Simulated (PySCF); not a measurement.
**PH⁻: mean field, correlation and small terms against distance**

State: ²Π, doublet, unpaired electrons π ↑. ROHF-based CCSD(T) in PySCF 2.14 with P aug-cc-pV(T+d)Z, H aug-cc-pVTZ and P aug-cc-pV(Q+d)Z, H aug-cc-pVQZ (frozen core orbitals: 5; no relativity). Correlation energies are extrapolated as n⁻³ (n = 3, 4), Hartree–Fock as (n+1)·exp(−9√n). CV is the change on freezing 1 orbitals instead, in P cc-pwCVTZ, H cc-pVTZ. SR is the spin-free X2C energy in P cc-pVTZ-DK, H cc-pVTZ-DK less the non-relativistic one in P cc-pVTZ, H cc-pVTZ. All energies in eV from P + H⁻.

| R (Å) | HF/CBS | CCSD corr. | (T) | CV | SR | total |
| --- | --- | --- | --- | --- | --- | --- |
| 1.2809 | -2.029 | -1.023 | -0.1143 | -0.0121 | 0.0146 | -3.164 |
| 1.3392 | -2.211 | -1.029 | -0.1171 | -0.0083 | 0.0149 | -3.350 |
| 1.3974 | -2.288 | -1.037 | -0.1201 | -0.0052 | 0.0150 | -3.436 |
| 1.4556 | -2.287 | -1.047 | -0.1232 | -0.0027 | 0.0148 | -3.445 |
| 1.5138 | -2.227 | -1.058 | -0.1265 | -0.0007 | 0.0144 | -3.398 |
| 1.5866 | -2.094 | -1.073 | -0.1307 | 0.0012 | 0.0138 | -3.282 |
| 1.6594 | -1.916 | -1.089 | -0.1352 | 0.0026 | 0.0132 | -3.125 |

A fit to the total gives Re = 1.4343 Å, De = 3.449 eV, ωe = 2269.3 cm⁻¹, Be = 8.395 cm⁻¹ (masses 30.9738 and 1.0078 u).

Q: At R = 1.4556 Å the CCSD correlation energy is -0.173806 hartree in the smaller basis and -0.180790 in the larger. Extrapolate it.

A: (4³·E4 − 3³·E3)/(4³ − 3³) = -0.18589 hartree; the larger basis holds 97.3 % of it.

The T1 diagnostic is 0.020. The state was picked by a PBE0 search and need not be the measured ground state. Spin–orbit coupling, excitations beyond (T) and corrections to the Born–Oppenheimer picture are left out.
